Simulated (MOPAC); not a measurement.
MOPAC input (PM7):

```
PM7 PRECISE GNORM=0.05 LET XYZ CHARGE=1 GEO-OK AUX(PRECISION=9) THREADS=1
C2H6NO

O     0.33202246 1    1.26333195 1    0.22164394 1
C     0.04689931 1    0.01703971 1    0.00188739 1
N     0.96756786 1   -0.88784036 1   -0.18696653 1
C    -1.39460548 1   -0.30999386 1   -0.02027044 1
H     0.70599867 1   -1.84972292 1   -0.35549509 1
H    -1.87846756 1    0.29343208 1   -0.79149716 1
H    -1.57306342 1   -1.36514710 1   -0.20795893 1
H    -1.83354797 1   -0.02170943 1    0.93746522 1
H     1.95893566 1   -0.68158913 1   -0.17512909 1
H     1.27722700 1    1.49068828 1    0.23852760 1
```

Output:

```
 *******************************************************************************
 **                                                                           **
 **                              MOPAC v23.2.5                                **
 **                                                                           **
 *******************************************************************************
 ** MOPAC's Digital Object Identifier: https://doi.org/10.5281/zenodo.6511958 **
 **                                                                           **
 ** Please cite the open-source release paper for use of this MOPAC version:  **
 ** J. E. Moussa and J. J. P. Stewart (2026)                                  **
 ** MOPAC: An open-source semiempirical molecular orbital program             **
 ** J. Open Source Softw., 11(119), 8025, https://doi.org/10.21105/joss.08025 **
 *******************************************************************************

                              PM7 CALCULATION RESULTS

 *******************************************************************************
 *  PM7        - The PM7 Hamiltonian to be used
 *  GEO-OK     - OVERRIDE INTERATOMIC DISTANCE AND OTHER SAFETY CHECKS
 *
 *
 *
 *                 CHARGE ON SYSTEM = +1
 *
 *
 *
 *  LET        - OVERRIDE SOME SAFETY CHECKS
 *  PRECISE    - TIGHTER CRITERIA TO BE USED
 *  XYZ        - CARTESIAN COORDINATE SYSTEM TO BE USED
 *  GNORM      - EXIT WHEN GRADIENT NORM DROPS BELOW 0.050
 *  AUX        - OUTPUT AUXILIARY INFORMATION
 *******************************************************************************
PM7 PRECISE GNORM=0.05 LET XYZ CHARGE=1 GEO-OK AUX(PRECISION=9) THREADS=1
 C2H6NO

   ATOM   CHEMICAL          X               Y               Z
  NUMBER   SYMBOL      (ANGSTROMS)     (ANGSTROMS)     (ANGSTROMS)

     1       O          0.33202246  *   1.26333195  *   0.22164394  *
     2       C          0.04689931  *   0.01703971  *   0.00188739  *
     3       N          0.96756786  *  -0.88784036  *  -0.18696653  *
     4       C         -1.39460548  *  -0.30999386  *  -0.02027044  *
     5       H          0.70599867  *  -1.84972292  *  -0.35549509  *
     6       H         -1.87846756  *   0.29343208  *  -0.79149716  *
     7       H         -1.57306342  *  -1.36514710  *  -0.20795893  *
     8       H         -1.83354797  *  -0.02170943  *   0.93746522  *
     9       H          1.95893566  *  -0.68158913  *  -0.17512909  *
    10       H          1.27722700  *   1.49068828  *   0.23852760  *

          CARTESIAN COORDINATES

    NO.       ATOM           X           Y           Z

     1         O          0.3320      1.2633      0.2216
     2         C          0.0469      0.0170      0.0019
     3         N          0.9676     -0.8878     -0.1870
     4         C         -1.3946     -0.3100     -0.0203
     5         H          0.7060     -1.8497     -0.3555
     6         H         -1.8785      0.2934     -0.7915
     7         H         -1.5731     -1.3651     -0.2080
     8         H         -1.8335     -0.0217      0.9375
     9         H          1.9589     -0.6816     -0.1751
    10         H          1.2772      1.4907      0.2385

 General Reference for PM7:
 "Optimization of Parameters for Semiempirical Methods VI: More Modifications to the
 NDDO Approximations and Re-optimization of Parameters", J. J. P. Stewart, J. Mol. Mod., 1:32, 19 (2013)
 https://link.springer.com/article/10.1007/s00894-012-1667-x

           Empirical Formula: C2 H6 N O  =    10 atoms

      MOLECULAR POINT GROUP   :   Cs

      RHF CALCULATION, NO. OF DOUBLY OCCUPIED LEVELS = 12

          Geometry optimization using EF

          DIAGONAL MATRIX USED AS START HESSIAN

 CYCLE:     1  GRAD.:    75.681 HEAT:  114.0221
 CYCLE:     2  GRAD.:   341.632 HEAT:  134.6364
 CYCLE:     3  GRAD.:   129.255 HEAT:  119.8199
 CYCLE:     4  GRAD.:   233.777 HEAT:  119.7999
 CYCLE:     5  GRAD.:   348.551 HEAT:  136.6001
 CYCLE:     6  GRAD.:   184.869 HEAT:  119.7752
 CYCLE:     7  GRAD.:   394.921 HEAT:  144.0199
 CYCLE:     8  GRAD.:   222.672 HEAT:  130.7550
 CYCLE:     9  GRAD.:   180.394 HEAT:  120.6827
 CYCLE:    10  GRAD.:    97.454 HEAT:  114.4838
 CYCLE:    11  GRAD.:   204.345 HEAT:  126.0851
 CYCLE:    12  GRAD.:   110.027 HEAT:  116.3304
 CYCLE:    13  GRAD.:   200.996 HEAT:  124.6133
 CYCLE:    14  GRAD.:    24.139 HEAT:  110.8486
 CYCLE:    15  GRAD.:    34.802 HEAT:  110.8850
 CYCLE:    16  GRAD.:    11.324 HEAT:  110.5573
 CYCLE:    17  GRAD.:    21.341 HEAT:  110.6516
 CYCLE:    18  GRAD.:     1.631 HEAT:  110.4833
 CYCLE:    19  GRAD.:     1.191 HEAT:  110.4815
 CYCLE:    20  GRAD.:     0.711 HEAT:  110.4794
 CYCLE:    21  GRAD.:     0.346 HEAT:  110.4775
 CYCLE:    22  GRAD.:     0.204 HEAT:  110.4771
 CYCLE:    23  GRAD.:     0.489 HEAT:  110.4772
 CYCLE:    24  GRAD.:     0.096 HEAT:  110.4771
 CYCLE:    25  GRAD.:     0.043 HEAT:  110.4771

     GRADIENT =  0.04345 IS LESS THAN CUTOFF =  0.05000

 -------------------------------------------------------------------------------
 PM7 PRECISE GNORM=0.05 LET XYZ CHARGE=1 GEO-OK AUX(PRECISION=9) THREADS=1
 C2H6NO

     GEOMETRY OPTIMISED USING EIGENVECTOR FOLLOWING (EF).
     SCF FIELD WAS ACHIEVED

                              PM7 CALCULATION
                                                       MOPAC v23.2.5 Linux

          FINAL HEAT OF FORMATION =        110.47710 KCAL/MOL =     462.23620 KJ/MOL

          COSMO AREA              =         98.86 SQUARE ANGSTROMS
          COSMO VOLUME            =         81.11 CUBIC ANGSTROMS

          GRADIENT NORM           =          0.04345          =       0.01374 PER ATOM
          IONIZATION POTENTIAL    =         17.381988 EV
          HOMO LUMO ENERGIES (EV) =        -17.382 -5.723
          NO. OF FILLED LEVELS    =         12
          MOLECULAR WEIGHT        =         60.0755         POINT GROUP:  Cs

          MOLECULAR DIMENSIONS (Angstroms)

            Atom       Atom       Distance
            H    10    H     7     4.15984
            H     5    H     6     3.51317
            H     8    H     6     1.70249

          SCF CALCULATIONS        =         26

   ATOM   CHEMICAL          X               Y               Z
  NUMBER   SYMBOL      (ANGSTROMS)     (ANGSTROMS)     (ANGSTROMS)

     1       O          0.32029683  *   1.26222885  *   0.22174180  *
     2       C          0.04140149  *  -0.00417676  *  -0.00182337  *
     3       N          1.00762002  *  -0.90207430  *  -0.19060878  *
     4       C         -1.40058591  *  -0.29202970  *  -0.01683765  *
     5       H          0.80611673  *  -1.88774703  *  -0.36502549  *
     6       H         -1.94092873  *   0.31172767  *  -0.78676427  *
     7       H         -1.66504894  *  -1.34964912  *  -0.20274720  *
     8       H         -1.89599548  *  -0.00349593  *   0.94261701  *
     9       H          1.99913156  *  -0.67863281  *  -0.17563010  *
    10       H          1.29083981  *   1.54243329  *   0.24761005  *

                             CARTESIAN COORDINATES

   1    O        0.320296835     1.262228855     0.221741800
   2    C        0.041401489    -0.004176759    -0.001823368
   3    N        1.007620022    -0.902074304    -0.190608780
   4    C       -1.400585908    -0.292029700    -0.016837647
   5    H        0.806116730    -1.887747027    -0.365025487
   6    H       -1.940928729     0.311727673    -0.786764268
   7    H       -1.665048939    -1.349649119    -0.202747204
   8    H       -1.895995479    -0.003495928     0.942617009
   9    H        1.999131557    -0.678632807    -0.175630103
  10    H        1.290839811     1.542433292     0.247610052

           Empirical Formula: C2 H6 N O  =    10 atoms

      MOLECULAR POINT GROUP   :   Cs

                  EIGENVALUES
 -43.74368 -37.15653 -32.60102 -27.54988 -25.46220 -24.15560 -21.63933 -20.55185
 -20.02923 -19.22230 -18.73420 -17.38199  -5.72268  -4.40072  -3.74616  -2.48368
  -0.91579  -0.35721  -0.03412   0.07098   0.27274   1.17615

              NET ATOMIC CHARGES AND DIPOLE CONTRIBUTIONS

  ATOM NO.   TYPE          CHARGE      No. of ELECS.   s-Pop       p-Pop
    1          O          -0.373998        6.3740     1.82956     4.54443
    2          C           0.598872        3.4011     1.10911     2.29202
    3          N          -0.498702        5.4987     1.52041     3.97830
    4          C          -0.498051        4.4981     1.05749     3.44056
    5          H           0.354161        0.6458     0.64584
    6          H           0.241281        0.7587     0.75872
    7          H           0.214909        0.7851     0.78509
    8          H           0.241274        0.7587     0.75873
    9          H           0.339304        0.6607     0.66070
   10          H           0.380951        0.6190     0.61905
 DIPOLE           X         Y         Z       TOTAL
 POINT-CHG.     1.187    -2.105    -0.414     2.451
 HYBRID         0.990     0.037    -0.019     0.991
 SUM            2.177    -2.068    -0.433     3.034

          ATOMIC ORBITAL ELECTRON POPULATIONS

     Atom    s        px        py        pz
    1  O   1.82956   1.45516   1.30273   1.78655
    2  C   1.10911   0.89047   0.73126   0.67029
    3  N   1.52041   1.18789   1.21889   1.57152
    4  C   1.05749   0.94971   1.23178   1.25907
    5  H   0.64584
    6  H   0.75872
    7  H   0.78509
    8  H   0.75873
    9  H   0.66070
   10  H   0.61905

 **********************
 *                    *
 * JOB ENDED NORMALLY *
 *                    *
 **********************

 == MOPAC DONE ==
```

The dipole moment of an ion depends on the origin.
